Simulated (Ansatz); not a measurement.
Basis-set extrapolation for C2H2Cl2F2 (`FC(F)C(Cl)Cl`) (PBE0-D4/def2-TZVP geometry, frozen core, Ansatz). Multiplicity 1, RHF reference.

```csv
,def2-TZVPP,def2-QZVPP
HF,-1194.910519,-1194.947753
MP2 correlation,-1.203988,-1.313805
CCSD(T) correlation,-1.292316,not run
```

Energies in hartree. Use E(X) = E(∞) + A·exp(−7.88·√X) for Hartree–Fock and E(X) = E(∞) + B·X^(−2.97) for correlation, with X = 3 and 4, and add CCSD(T) minus MP2 of the smaller set to the MP2 limit.

**Question.** What is the CCSD(T) energy at the basis-set limit?

**Answer.** HF limit: -1194.947753 + (-0.037234) × 0.13774 = -1194.95288. MP2 limit: -1.313805 + (-0.109817) × 0.74074 = -1.39515. Higher-order term: -1.292316 − (-1.203988) = -0.08833. Total: -1196.43636 hartree, 613.1 kJ/mol below CCSD(T)/def2-TZVPP.
